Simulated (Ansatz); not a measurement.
SiCl2H2 (SiH₂Cl₂). Charge 0, multiplicity 3. Geometry PBE-D4/def2-TZVP, that of the neutral singlet; atoms count from 1.

```xyz
5

Si    0.0356    0.1187   -0.0677
Cl    0.3298   -1.7815   -0.7952
Cl   -0.8512    0.0436    1.7856
H    -0.8738    0.8408   -0.9945
H     1.3596    0.7784    0.0717
```

At PBE0-D4/def2-TZVP a singlet of charge 0 lies 7.14 eV below the triplet at the same geometry.

Question: Estimate the Mulliken populations from the PBE0/def2-TZVP orbitals of Ansatz.

Answer: 
```json
{"atom": "Si1", "charge (e)": "-0.07", "spin (α − β)": "0.89"}
{"atom": "Cl2", "charge (e)": "-0.04", "spin (α − β)": "0.45"}
{"atom": "Cl3", "charge (e)": "-0.10", "spin (α − β)": "0.34"}
{"atom": "H4", "charge (e)": "0.11", "spin (α − β)": "0.16"}
{"atom": "H5", "charge (e)": "0.11", "spin (α − β)": "0.16"}
```
Mulliken values and Mayer orders depend strongly on the basis.

Question: Where does the spin sit?

Answer: Summed by element: Si 0.89, Cl 0.79, H 0.32, of 2 unpaired in all. Largest on single atoms: Si1 0.89, Cl2 0.45, Cl3 0.34.

Question: And the Mayer bond orders between bonded heavy atoms (over 0.3)?

Answer: Si1–Cl2 0.96 (2.06 Å); Si1–Cl3 1.04 (2.06 Å).
